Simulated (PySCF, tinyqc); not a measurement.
Worked calculation: FCI on RHF in the sto-3g basis, frozen core, for OH-, spin multiplicity 1. The basis has no diffuse functions, so it cannot describe the extra electron: this is an exercise in the method, not the real anion. The lowest restricted solution is unstable here: a spin-polarised one lies 0.0119 hartree lower (PySCF). One step of it, computed by the program tinyqc.

Task: FCI: determinants and Hamiltonian. Slater-Condon rules over spin orbitals, with the nuclear repulsion and the energy of the frozen orbital added and E(HF) subtracted on the diagonal. Only determinants linked to the reference directly or through others are kept (one block of an abelian symmetry group), so some states are absent.

one-electron integrals dressed by the frozen orbital, h + 2 (pq|11) - (p1|1q) (hartree), order 2, 3, 4, 5, 6:
$$\begin{pmatrix}
-5.066185 & 0.000000 & 0.000000 & 0.213543 & -0.214798 \\
0.000000 & -4.550372 & 0.000000 & 0.000000 & 0.000000 \\
0.000000 & 0.000000 & -4.550372 & 0.000000 & 0.000000 \\
0.213543 & 0.000000 & 0.000000 & -2.883740 & -0.989061 \\
-0.214798 & 0.000000 & 0.000000 & -0.989061 & -4.008702
\end{pmatrix}$$

energy of the frozen orbital, 2 h_11 + (11|11) = -59.07709929 hartree

Two-electron integrals over orbitals (pq|rs), unique and non-zero (hartree); the lowest 1 orbital is frozen and left out:
```
(22|22) 0.780500    (32|32) 0.169610    (33|22) 0.796151    (33|33) 0.880159
(42|42) 0.169610    (43|43) 0.047444    (44|22) 0.796151    (44|33) 0.785270
(44|44) 0.880159    (52|22) -0.057826   (52|33) -0.058230   (52|44) -0.058230
(52|52) 0.055859    (53|32) -0.019371   (53|53) 0.012627    (54|42) -0.019371
(54|54) 0.012627    (55|22) 0.421652    (55|33) 0.410158    (55|44) 0.410158
(55|52) 0.038462    (55|55) 0.614734    (62|22) 0.024176    (62|33) 0.033823
(62|44) 0.033823    (62|52) 0.068694    (62|55) 0.014883    (62|62) 0.130465
(63|32) 0.014657    (63|53) 0.017694    (63|63) 0.039091    (64|42) 0.014657
(64|54) 0.017694    (64|64) 0.039091    (65|22) 0.199153    (65|33) 0.197356
(65|44) 0.197356    (65|52) -0.054878   (65|55) -0.094587   (65|62) -0.003709
(65|65) 0.177770    (66|22) 0.695205    (66|33) 0.686079    (66|44) 0.686079
(66|52) -0.017184   (66|55) 0.504640    (66|62) 0.046628    (66|65) 0.131095
(66|66) 0.704263
```

nuclear repulsion = 2.50943550 hartree

Hartree-Fock energy = -73.97084494 hartree

Give: determinants; H - E(HF) between determinants.

Result:

Occupation strings over the orbitals (2 doubly, a alpha, b beta, 0 empty; spin orbitals ordered 1a 1b 2a 2b ...): 222220 2222ab 2a222b 2222ba 2b222a 222202 2a22b2 222022 220222 2b22a2 202222

H - E(HF) between determinants (hartree):
```
        222220  2222ab  2a222b  2222ba  2b222a  222202  2a22b2  222022
222220   0.000   0.000   0.000   0.000   0.000   0.178   0.004   0.039
2222ab   0.000   0.288   0.013  -0.178   0.004   0.226  -0.055  -0.018
2a222b   0.000   0.013   0.837   0.004  -0.130   0.055   0.068  -0.015
2222ba   0.000  -0.178   0.004   0.288   0.013  -0.226   0.032   0.018
2b222a   0.000   0.004  -0.130   0.013   0.837  -0.055  -0.069   0.015
222202   0.178   0.226   0.055  -0.226  -0.055   0.886  -0.069   0.013
2a22b2   0.004  -0.055   0.068   0.032  -0.069  -0.069   1.051   0.019
222022   0.039  -0.018  -0.015   0.018   0.015   0.013   0.019   0.250
220222   0.039  -0.018  -0.015   0.018   0.015   0.013   0.019   0.047
2b22a2  -0.004   0.032  -0.069  -0.055   0.068   0.069  -0.056  -0.019
202222   0.130  -0.069   0.022   0.069  -0.022   0.056   0.027   0.170

        220222  2b22a2  202222
222220   0.039  -0.004   0.130
2222ab  -0.018   0.032  -0.069
2a222b  -0.015  -0.069   0.022
2222ba   0.018  -0.055   0.069
2b222a   0.015   0.068  -0.022
222202   0.013   0.069   0.056
2a22b2   0.019  -0.056   0.027
222022   0.047  -0.019   0.170
220222   0.250  -0.019   0.170
2b22a2  -0.019   1.051  -0.027
202222   0.170  -0.027   1.768
```
